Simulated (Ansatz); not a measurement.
Tetradymite Bi2Se3, treated with r²SCAN in Ansatz (PAW).

Run with plane-wave cutoff 600 eV, 10×10×10 k mesh, scalar-relativistic PAW data made under PBE.

Cell (measured lattice):

```yaml
crystal:
  lattice:
    - [2.07150, 1.19598, 9.54533]
    - [-2.07150, 1.19598, 9.54533]
    - [0.00000, -2.39196, 9.54533]
  atoms:
    - { symbol: Bi, position: [0.59977, 0.59977, 0.59977] }
    - { symbol: Bi, position: [0.40023, 0.40023, 0.40023] }
    - { symbol: Se, position: [0.00000, 0.00000, 0.00000] }
    - { symbol: Se, position: [0.78743, 0.78743, 0.78743] }
    - { symbol: Se, position: [0.21257, 0.21257, 0.21257] }
```

### Question
What does this level give for the Voigt–Reuss–Hill shear modulus (Hill average), Voigt–Reuss–Hill bulk modulus, Poisson ratio, elastic constant C11, elastic constant C12, elastic constant C13, elastic constant C33, elastic constant C44 and elastic constant C66?

### Answer

- Voigt–Reuss–Hill shear modulus (Hill average) = 24.3 GPa
- Voigt–Reuss–Hill bulk modulus = 44.0 GPa
- Poisson ratio = 0.267
- elastic constant C11 = 94.6 GPa
- elastic constant C12 = 29.0 GPa
- elastic constant C13 = 29.1 GPa
- elastic constant C33 = 50.4 GPa
- elastic constant C44 = 26.4 GPa
- elastic constant C66 = 32.8 GPa

Note: the cell isn't this level's own, so it is under some stress, which shifts stiffness and frequencies.

Elastic constants are with the ions relaxed.

Spin–orbit coupling is not included; it can shift volumes and moduli of such heavy elements.

Computed values are for the static lattice.

It cost about 90 core-minutes (a rough figure) of CPU time.

Ansatz is a quantum-chemistry and plane-wave program.
